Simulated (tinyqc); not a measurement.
Hueckel theory of the pi electrons, for the molecule [CH2]C([CH2])=CC=C (SMILES; centres numbered as the heavy atoms are written), step by step. Computed by tinyqc, a small Python program that keeps every step. Settings: charge = 0. Command: `OMP_NUM_THREADS=1 python tinyqc.py 26303 26304 out.jsonl` (the two numbers bound the seeds that draw the settings). One thread of a shared host (Intel(R) Xeon(R) Processor @ 2.60GHz), about 0.01 s of CPU time with the checks.

## The Hueckel matrix

Centres:

| centre | z_r, pi electrons of the neutral centre | h |
|---|---|---|
| 1C | 1 | 0.000000 |
| 2C | 1 | 0.000000 |
| 3C | 1 | 0.000000 |
| 4C | 1 | 0.000000 |
| 5C | 1 | 0.000000 |
| 6C | 1 | 0.000000 |

Bonds:

| i | j | k |
|---|---|---|
| 1 | 2 | 1 |
| 2 | 3 | 1 |
| 2 | 4 | 1 |
| 4 | 5 | 1 |
| 5 | 6 | 1 |

H_rr = alpha + h_r beta, H_rs = k_rs beta for bonded centres.

Hueckel matrix in units of beta (H = alpha + beta A):
```
          1C        2C        3C        4C        5C        6C
1C  0.000000  1.000000  0.000000  0.000000  0.000000  0.000000
2C  1.000000  0.000000  1.000000  1.000000  0.000000  0.000000
3C  0.000000  1.000000  0.000000  0.000000  0.000000  0.000000
4C  0.000000  1.000000  0.000000  0.000000  1.000000  0.000000
5C  0.000000  0.000000  0.000000  1.000000  0.000000  1.000000
6C  0.000000  0.000000  0.000000  0.000000  1.000000  0.000000
```

## Orbitals

pi electrons, sum of z_r less the charge = 6

Diagonalise; E = alpha + x beta with beta < 0, so the largest x are filled first; degenerate levels share their electrons. P = sum n_i c_ri c_si; each orbital has its largest coefficient positive (the first on a tie).

x values: 1.902113  1.175571  0.000000  0.000000  -1.175571  -1.902113

occupations: 2.000000  2.000000  1.000000  1.000000  0.000000  0.000000

coefficients:
```
         MO1        MO2        MO3        MO4        MO5        MO6
1C  0.316228  -0.316228   0.000000   0.774597   0.316228  -0.316228
2C  0.601501  -0.371748   0.000000   0.000000  -0.371748   0.601501
3C  0.316228  -0.316228   0.577350  -0.516398   0.316228  -0.316228
4C  0.511667   0.195440  -0.577350  -0.258199  -0.195440  -0.511667
5C  0.371748   0.601501   0.000000   0.000000   0.601501   0.371748
6C  0.195440   0.511667   0.577350   0.258199  -0.511667  -0.195440
```

charge and bond-order matrix P:
```
           1C         2C         3C        4C         5C         6C
1C   1.000000   0.615537   0.000000  0.000000  -0.145309   0.000000
2C   0.615537   1.000000   0.615537  0.470228   0.000000  -0.145309
3C   0.000000   0.615537   1.000000  0.000000  -0.145309   0.000000
4C   0.000000   0.470228   0.000000  1.000000   0.615537   0.000000
5C  -0.145309   0.000000  -0.145309  0.615537   1.000000   0.760845
6C   0.000000  -0.145309   0.000000  0.000000   0.760845   1.000000
```

Within a degenerate level the vectors are fixed only up to a rotation; this is one choice.

## Energy, charges, bond orders

E = sum n x; q_r = z_r - P_rr; bond order p = P_rs; free valence = sqrt(3) - sum of p over the bonds of the atom.

pi energy = 6 alpha + this times beta = 6.155367

pi charges: 1C 0.000000, 2C 0.000000, 3C 0.000000, 4C 0.000000, 5C 0.000000, 6C 0.000000

Bond orders and lengths from R = 1.517 - 0.180 p (angstrom, C-C alone):

| bond | p | R |
|---|---|---|
| 1-2 | 0.615537 | 1.406203 |
| 2-3 | 0.615537 | 1.406203 |
| 2-4 | 0.470228 | 1.432359 |
| 4-5 | 0.615537 | 1.406203 |
| 5-6 | 0.760845 | 1.380048 |

free valence of the carbons: 1C 1.116514, 2C 0.030749, 3C 1.116514, 4C 0.646286, 5C 0.355669, 6C 0.971206

gap between the highest filled and the next level = 1.175571 |beta|
